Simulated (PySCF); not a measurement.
Structure from NMR data

Molecular formula: C3H5N3. Simulated spectra:

1H NMR (500 MHz, computed): δ 7.62 (s, 2H), 4.28 (s, 3H).

13C{1H} NMR (computed): δ 138.4 (CH, 2C), 41.6 (CH3).

PySCF 2.14 calculation with J couplings at B3LYP/pcJ-1 (spin–dipole term only in couplings to heteroatoms), geometry from GFN2-xTB and σ from GIAO-PBE0/pcSseg-1; no relativistic terms, gas phase, fast rotation and ring inversion assumed for equivalent nuclei, a single conformation.

References, each an isolated molecule treated in the same way: 1H (σ = 31.72 ppm), 13C (σ = 186.93 ppm) vs TMS.

Which candidate is it?
A. Cn1nccn1
B. Cn1ccnn1
C. Cn1cncn1

## Answers

A. 

- The formula gives 3 degrees of unsaturation (1 ring in the answer).
- 2 carbon signals for 3 carbons: some carbons are equivalent by symmetry or fast rotation.
- Carbon types of the structure: 2 × CH, 1 × CH3, which accounts for all hydrogens.
- δC 138.4: aromatic CH next to a ring nitrogen.
- δC 41.6: methyl carbon bonded to N; deshielded by the electronegative neighbour.
- δH 7.62: hydrogen on an aromatic CH next to a ring nitrogen; it sits in the deshielding region of the aromatic ring current.
- δH 4.28: hydrogen on a methyl carbon bonded to N; its carbon carries N, hence the downfield position.

The others: Cn1ccnn1 would give 3 carbon signals, not 2; Cn1cncn1 would give 3 carbon signals, not 2.

Shifts are as computed. Against solution values, carbons near 30 ppm lie about +3 ppm off and those near 130 ppm about +5 ppm. Of 1211 compounds with measured shifts, 218 miss one by over three times the rms of a fit or turn the order of signals round; such compounds aren't used in these exercises.
